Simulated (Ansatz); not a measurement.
The first iterations of a band of C2H3NO (7 atoms, charge 0, multiplicity 1).

All numbers below come from RKS B3LYP-D4/STO-3G (Ansatz 0.2.0).

```json
{
  "movable images": "5",
  "climbing image": "yes",
  "spring": "5.0 eV/Å²",
  "optimiser": "quadratic models (default)",
  "start path": "straight line",
  "force threshold": "0.05 eV/Å",
  "iteration limit": "60",
  "end points": "relaxed"
}
```

Initial state:

```xyz
7
Properties=species:S:1:pos:R:3
C -0.323 0.728 -0.305
O 0.958 -0.026 -0.125
C 0.697 -1.235 0.471
N 0.592 -2.318 0.989
H -1.022 0.172 -0.962
H -0.806 0.930 0.672
H -0.034 1.681 -0.786
```

Final state:

```xyz
7
Properties=species:S:1:pos:R:3
C -0.493 0.577 -0.390
O 0.099 -0.789 -0.556
C 0.854 -1.095 0.549
N 1.541 -1.474 1.465
H -1.078 0.753 -1.312
H -1.162 0.615 0.493
H 0.300 1.345 -0.295
```

| iteration | highest image above the first end (eV) | largest band force component (eV/Å) |
| --- | --- | --- |
| 1 | 2.421 | 11.428 |
| 2 | 0.399 | 3.704 |

Q: Does the band converge within its limit, and where does its top end?

A: The forces met the threshold. It ended after 6 iterations with the highest image 0.064 eV above the first end. Another band between the same ends (5 images) ends at a top of the same energy, where a vibrational analysis finds 1 clearly imaginary mode. Limits of this set-up: minimal basis.

The run took 19 s on 1 thread of Intel(R) Xeon(R) 6975P-C (Granite Rapids), on a shared host, peak memory 0.099 GiB.
